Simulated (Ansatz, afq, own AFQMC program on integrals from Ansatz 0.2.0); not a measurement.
## Where AFQMC and coupled cluster stand for CuSiH₃, singlet

```xyz
5

Cu   -0.9123    0.0053    0.0062
Si    1.8096   -0.0106   -0.0124
H     2.3576   -1.3986   -0.0113
H     2.3779    0.6827    1.1807
H     2.3614    0.6744   -1.2178
```

Connectivity, by distances: Cu–SiH3.

Basis def2-SVP. Only valence electrons are correlated. Integrals, coupled cluster, full CI and functionals: Ansatz 0.2.0; the random walks run on the same integrals in our own AFQMC program. ph-AFQMC/CISD is guided by a CISD state made of CCSD amplitudes; releasing the constraint for a short imaginary time cuts its bias at the price of noise, slowly where states lie close. Free projection: walkers drawn from exp(T), propagated without any constraint. Its projection time is finite, and what remains of the start isn't in its error. Uncertainties: one standard error, sampling alone. The metal's outer-core s and p shells are frozen, which shifts wave-function levels against functionals.

Determinant: RHF, the one that the program's search chose, which needn't be the lowest solution. The geometry is a point of a scan.

No full CI on the walks' own integrals is used here; CCSDT(Q) serves as the reference and is uncertain by about the last step of the cluster series.

Cautions: no relativity below Rb; outer-core shells of the metal frozen; higher spins were not checked; the released energies get too noisy after the second time (errors over twice the walk's own, or jumping), so no released level is given (meV from the phaseless value at times in 1/Eh: -15 ± 8 at 0.24, -22 ± 10 at 0.50, -8 ± 12 at 1.00).

* T1 diagnostic: 0.0244
* weight of the determinant in the CISD state: 0.854
* size of the correlated space: 18 electrons in 50 orbitals

```
  level  correlation energy (eV)
    MP2                 -11.0526
   CCSD                 -10.8987
CCSD(T)                 -11.3382
```

**Question.** Estimate where free-projection AFQMC lies against CCSD(T) on the same integrals.

**Answer.** 3.5 ± 1.2 kJ/mol above CCSD(T).

Reference: CCSDT(Q), correlation energy -11.296 eV.

| level | E − E(reference) (kJ/mol) | share of correlation (%) |
| --- | --- | --- |
| CCSD(T) | -4.1 | 100.38 |
| CCSDT | -4.9 | 100.45 |
| ph-AFQMC/HF | -29.7 ± 3.4 | 102.72 |
| ph-AFQMC/CISD | -0.5 ± 0.6 | 100.05 |
| free AFQMC | -0.6 ± 1.2 | 100.05 |

Free projections are given only where their last times agree within the noise and don't stop above the reference; a slow remainder of the start can still hide under it. A walk keeps the symmetry of its determinant, which the program's search chose and which needn't be the lowest solution, so a lower state of the same spin and another symmetry isn't excluded.
